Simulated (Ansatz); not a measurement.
A nudged elastic band was laid between two geometries of BH4N + FH (8 atoms, charge 0, multiplicity 1).

These are results of Ansatz 0.2.0, RKS PBE0-D4/def2-SVP, not measurements.

```yaml
movable_images: 9
climbing_image: yes
spring: 5.0 eV/Å²
optimiser: quadratic models (default)
start_path: through a guess of the saddle point
force_threshold: 0.5 eV/Å
iteration_limit: 60
end_points: relaxed
```

First end point:

```xyz
8
Properties=species:S:1:pos:R:3
B 0.039 -0.299 0.230
N 0.019 -0.155 1.627
H -0.813 -0.332 2.179
H 0.868 -0.112 2.180
H 1.097 -0.214 -0.341
H -1.003 -0.491 -0.343
F -0.331 2.520 0.836
H -0.223 1.682 1.236
```

Last end point:

```xyz
8
Properties=species:S:1:pos:R:3
B 0.025 0.393 0.104
N -0.117 0.216 1.746
H -0.347 -0.747 1.992
H 0.757 0.470 2.209
H 0.937 -0.377 -0.191
H -1.084 0.075 -0.318
F 0.336 1.741 -0.045
H -0.852 0.827 2.108
```

What changes between the two ends?

Bonds broken: F7–H8. Bonds formed: B1–F7, N2–H8. BH4N + FH becomes BFH5N.

What energy profile does the band end with?

The forces met the threshold. The highest image is number 3 of 0 to 10, 7.8 kcal/mol above the first end and 30.6 kcal/mol above the last; the last end lies 22.8 kcal/mol below the first. The threshold of 0.5 eV/Å is loose, so the images may lie well off the minimum-energy path. The order of the stationary point at the top wasn't checked. The orbitals stay closed-shell, which can raise the energy where a bond breaks towards radicals; this wasn't checked here.

| image | path coordinate (Å) | energy (kcal/mol) | F7–H8 (Å) | B1–F7 (Å) | N2–H8 (Å) |
| --- | --- | --- | --- | --- | --- |
| 0 | 0.00 | 0.0 | 0.93 | 2.91 | 1.89 |
| 1 | 0.34 | 0.5 | 0.94 | 2.63 | 1.88 |
| 2 | 0.67 | 3.1 | 0.95 | 2.27 | 1.73 |
| 3 | 1.01 | 7.8 | 1.02 | 1.89 | 1.50 |
| 4 | 1.34 | 2.2 | 1.28 | 1.63 | 1.20 |
| 5 | 1.68 | -14.1 | 1.65 | 1.46 | 1.05 |
| 6 | 2.01 | -20.5 | 2.05 | 1.41 | 1.02 |
| 7 | 2.35 | -21.5 | 2.28 | 1.40 | 1.02 |
| 8 | 2.68 | -22.1 | 2.38 | 1.39 | 1.02 |
| 9 | 3.01 | -22.6 | 2.50 | 1.39 | 1.02 |
| 10 | 3.34 | -22.8 | 2.62 | 1.39 | 1.02 |

What is the geometry of the highest image?


```xyz
8
Properties=species:S:1:pos:R:3
B -0.001 0.043 0.263
N -0.008 0.018 1.741
H -0.804 -0.381 2.224
H 0.861 -0.135 2.239
H 1.070 -0.008 -0.287
H -1.023 -0.289 -0.283
F -0.243 1.913 0.401
H -0.198 1.437 1.305
```

Time of the run: 120 s on 1 thread of Arm Neoverse V2, on a shared host, peak memory 0.12 GiB.
